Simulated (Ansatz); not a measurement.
Molecule: C2H5O (charge 0, doublet). SMILES: [CH2]OC
Coordinates optimised at B3LYP-D3(BJ)/def2-TZVP (Ansatz, a first-principles code):
```
O
C 1 1.3519
H 2 1.0790 1 114.02
H 2 1.0842 3 121.78 1 -153.23
C 1 1.4201 2 115.23 3 -176.73
H 5 1.0876 1 107.01 2 177.56
H 5 1.0936 6 109.69 1 -120.06
H 5 1.0948 6 109.52 7 -119.96
```
Charge 0, spin multiplicity 2.

Wanted: atomisation energy, in kcal/mol. Terms: atomisation electronic, to ground-state atoms; spin-orbit terms left out; non-relativistic; dispersion terms only where a functional's name holds one; 6-311+G** with 5d; open shells spin-unrestricted; frozen cores in correlated levels. Basis-set limits of correlation are two-point, X^-3; Hartree-Fock from the larger set. [CCSD(T)-MP2]/basis is that difference in the basis named. Ab initio and DFT rows: single points at B3LYP-D3(BJ) geometries (Ansatz).

| species | coefficient | E at B3LYP/6-311+G** (Ansatz), Eh | E at B3LYP/def2-TZVPD (Ansatz), Eh |
|---|---|---|---|
| [CH2]OC | -1 | -154.41482 | -154.43322 |
| C atom | +2 | -37.85727 | -37.85953 |
| H atom | +5 | -0.50216 | -0.50215 |
| O atom | +1 | -75.08988 | -75.09698 |

Coupled cluster (Ansatz) is a level with limits of its own, used here on species with T1 under 0.025 (0.045 for open shells) and stable references: RI-MP2/CBS(cc-pVTZ,cc-pVQZ)+[CCSD(T)-MP2]/cc-pVTZ. Value to compare with, RI-MP2/CBS(cc-pVTZ,cc-pVQZ)+[CCSD(T)-MP2]/cc-pVTZ (Ansatz): 694.5 kcal/mol. 1 Eh = 627.5095 kcal/mol.

Q: Work the quantity out at each level, and compare with RI-MP2/CBS(cc-pVTZ,cc-pVQZ)+[CCSD(T)-MP2]/cc-pVTZ (Ansatz).

A: 
- B3LYP/6-311+G**: the sum of coefficient times E is 1.09960 Eh, or 690.01 kcal/mol. Result: 690.0 kcal/mol. Its difference against RI-MP2/CBS(cc-pVTZ,cc-pVQZ)+[CCSD(T)-MP2]/cc-pVTZ (Ansatz) is -4.5 kcal/mol.
- B3LYP/def2-TZVPD: the sum of coefficient times E is 1.10643 Eh, or 694.30 kcal/mol. Result: 694.3 kcal/mol. Its difference against RI-MP2/CBS(cc-pVTZ,cc-pVQZ)+[CCSD(T)-MP2]/cc-pVTZ (Ansatz) is -0.2 kcal/mol.
